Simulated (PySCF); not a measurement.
Molecule: fluoroacetonitrile (N#CCF, C2H2FN).

Geometry:
| atom | x (Å) | y (Å) | z (Å) |
| --- | --- | --- | --- |
| N1 | 1.381 | -0.518 | -1.551 |
| C2 | 0.634 | -0.253 | -0.710 |
| C3 | -0.312 | 0.080 | 0.359 |
| F4 | -0.598 | 1.408 | 0.369 |
| H5 | 0.130 | -0.215 | 1.326 |
| H6 | -1.237 | -0.501 | 0.207 |

Geometry PBE0-D3(BJ)/def2-SVP throughout; GIAO in PySCF 2.14.0 with density-fitted response routines, gas phase, one conformer, non-relativistic; equivalent atoms averaged; functional PBE0.

For orientation, IGLO-III gives these absolute shieldings σ: N1 -55.0, C2 62.2, C3 115.3, F4 432.5, H5/H6 26.50 ppm.

A run gave: N1 -45.8, C2 67.7, C3 120.7, F4 430.8, H5/H6 26.69 ppm (absolute shieldings σ).

Task: Which basis set was used in that run?
A. STO-3G
B. 6-311+G(2d,p)
C. aug-cc-pVDZ
D. pcSseg-2

Result: B. C2 tells them apart best: 6-311+G(2d,p) gives 67.7, aug-cc-pVDZ gives 82.3, pcSseg-2 gives 61.3, STO-3G gives 143.8 ppm.
